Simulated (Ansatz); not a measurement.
System: rock-salt GdN. Method: PBE0 (plane waves, PAW; Ansatz, a quantum-chemistry and plane-wave program).

Settings: plane-wave cutoff 460 eV, 10×10×10 k mesh, Fermi–Dirac smearing 0.01 eV, spin-polarised with parallel moments, scalar-relativistic PAW data made under PBE.

Energies at three volumes about the minimum:

```json
[
 {"V (Å³/atom)": "14.988", "E − E_lowest (meV/atom)": "6.57"},
 {"V (Å³/atom)": "15.427", "E − E_lowest (meV/atom)": "0.00"},
 {"V (Å³/atom)": "15.813", "E − E_lowest (meV/atom)": "4.68"}
]
```

Q: Fit a parabola by hand: where is the minimum, and what is the bulk modulus?

A: Slopes: (0.00 − 6.57)/(15.427 − 14.988) = -14.966 and (4.68 − 0.00)/(15.813 − 15.427) = 12.124 meV/Å³. Curvature E″ = 2 × (12.124 − (-14.966))/(15.813 − 14.988) = 65.673 meV/Å⁶. From the middle of the first interval, the slope vanishes at V0 = 15.2075 − (-14.966)/65.673 = 15.435 Å³/atom. B = V0 E″ = 15.435 × 65.673 meV/Å³ × 0.1602 GPa per meV/Å³ = 162 GPa. The full Birch–Murnaghan fit to all volumes gives V0 = 15.425 Å³/atom and B0 = 162 GPa.

Measured, for comparison: bulk modulus 192 ± 35 GPa (temperature not stated, not corrected to a static lattice; as tabulated in Doll (2008), arXiv:0801.3152); equilibrium volume per atom 15.38 Å³/atom (temperature not stated, not corrected to a static lattice; as tabulated in Natali et al. (2013), arXiv:1208.2410). Computed less measured: bulk modulus -16 % (inside the measured uncertainty), equilibrium volume per atom +0.3 %.

Note: the state of the 4f shell is in doubt.
